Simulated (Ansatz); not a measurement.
# FH₂SSi− (SMILES F[SiH2][S-]): single points off equilibrium

The atoms stand at a structure displaced at random from a GFN2-xTB minimum. How far do the functionals agree with CCSD(T) there?

Program: Ansatz 0.2.0, Gaussian basis. Level of theory: single points in def2-TZVPPD. These are calculated values, not measurements.

Cores are frozen in the correlated methods.

### Step 1. Where the work starts

SMILES `F[SiH2][S-]`, 5 atoms, charge -1, spin multiplicity 1.

Atoms are counted from 1 here; the program's logs count them from 0.

Bond lengths: F1–Si2 1.623 Å, Si2–S3 1.967 Å, Si2–H4 1.477 Å, Si2–H5 1.637 Å. Angles: F1–Si2–S3 114.6°, F1–Si2–H4 103.1°, F1–Si2–H5 95.7°, S3–Si2–H4 113.9°, S3–Si2–H5 113.2°, H4–Si2–H5 114.6°.

As a file:

```
atom    x (Å)    y (Å)    z (Å)
  F1  -0.3478  -0.0094   1.5193
 Si2  -0.0102  -0.0155  -0.0679
  S3  -1.1003   1.2209  -1.1420
  H4  -0.1742  -1.4350  -0.4399
  H5   1.5447   0.4709   0.0954
```

### Step 2. CCSD(T)/def2-TZVPPD

Contents of run/in.yaml:

```yaml
crystal:
  periodic: [false, false, false]
  atoms:
    - {symbol: F, position_ang: [-0.347800, -0.009400, 1.519300]}
    - {symbol: Si, position_ang: [-0.010200, -0.015500, -0.067900]}
    - {symbol: S, position_ang: [-1.100300, 1.220900, -1.142000]}
    - {symbol: H, position_ang: [-0.174200, -1.435000, -0.439900]}
    - {symbol: H, position_ang: [1.544700, 0.470900, 0.095400]}
basis:
  gaussian: {orbitals: "def2-TZVPPD.json"}
total_charge: -1
correlation: {method: ccsd_t}
output: {forces: true}
```

The basis file named in the input lies beside it (Basis Set Exchange, JSON).

No record of the launch command was kept for these runs.

### Step 3. PBE0-D4/def2-TZVPPD

Edit run/in.yaml of step 2 so:

```diff
@@ -11,3 +11,3 @@
 total_charge: -1
-correlation: {method: ccsd_t}
-output: {forces: true}
+hamiltonian: {xc: pbe0, dispersion: d4}
+output: {forces: true, orbitals: {seedname: orbitals}}
```

### Step 4. wB97M-V/def2-TZVPPD

Edit run/in.yaml of step 3 so:

```diff
@@ -11,3 +11,3 @@
 total_charge: -1
-hamiltonian: {xc: pbe0, dispersion: d4}
-output: {forces: true, orbitals: {seedname: orbitals}}
+hamiltonian: {xc: {name: wB97M-V}}
+output: {forces: true}
```

### Step 5. r2SCAN-D4/def2-TZVPPD

Edit run/in.yaml of step 4 so:

```diff
@@ -11,3 +11,3 @@
 total_charge: -1
-hamiltonian: {xc: {name: wB97M-V}}
+hamiltonian: {xc: r2scan, dispersion: d4}
 output: {forces: true}
```

### Step 6. PBE-D4/def2-TZVPPD

Edit run/in.yaml of step 5 so:

```diff
@@ -11,3 +11,3 @@
 total_charge: -1
-hamiltonian: {xc: r2scan, dispersion: d4}
+hamiltonian: {xc: pbe, dispersion: d4}
 output: {forces: true}
```

### Step 7. revPBE-D4/def2-TZVPPD

Edit run/in.yaml of step 6 so:

```diff
@@ -11,3 +11,3 @@
 total_charge: -1
-hamiltonian: {xc: pbe, dispersion: d4}
+hamiltonian: {xc: {name: revPBE}, dispersion: d4}
 output: {forces: true}
```

### Step 8. r2SCANh-D4/def2-TZVPPD

Edit run/in.yaml of step 7 so:

```diff
@@ -11,3 +11,3 @@
 total_charge: -1
-hamiltonian: {xc: {name: revPBE}, dispersion: d4}
+hamiltonian: {xc: {name: r2SCANh}, dispersion: d4}
 output: {forces: true}
```

(Steps that only read results are left out.)

Before running it: what results should come out? Wanted: RMS force component; RMS force error; HOMO and LUMO, PBE0-D4; T1 diagnostic.

The runs gave:

```
              quantity                                                                                                value
   RMS force component                                                                 0.794 to 0.874 eV/Å over the methods
       RMS force error  PBE0-D4 0.103, wB97M-V 0.093, r2SCAN-D4 0.092, PBE-D4 0.220, revPBE-D4 0.275, r2SCANh-D4 0.110 eV/Å
HOMO and LUMO, PBE0-D4                                                                                    -1.30 and 3.95 eV
         T1 diagnostic                                                                                                0.012
```

In words: On forces the order runs from r2SCAN-D4 to revPBE-D4. Frozen-core CCSD(T) forces in triple zeta carry basis errors of their own, and this is one geometry, so small gaps rank nothing.
